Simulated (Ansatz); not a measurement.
System: wurtzite MgTe. Method: PBE-D3(BJ) (PAW; Ansatz, an electronic-structure program).

Total energies, extrapolated to zero smearing (they compare only within this program, potentials and cutoff):

```csv
system,energy (eV/atom)
"wurtzite MgTe, relaxed",-4453.0541
hcp Mg,-1924.0953
trigonal Te,-6980.3965
```

Q: Work out the enthalpy of formation per atom.

A: ΔH_f ≈ ΔE = -4453.0541 − [1 × (-1924.0953) + 1 × (-6980.3965)]/2 = -0.808 eV/atom (0 K, no vibrations). The reference value is -1.08 eV/atom (measured, 298 K, not corrected to a static lattice; as tabulated in Zhang et al. (2018), doi:10.1038/s41524-018-0065-z), a difference of +0.272 eV/atom.

Spin–orbit coupling is left out; its size isn't shown.

The PAW data were made under PBE.
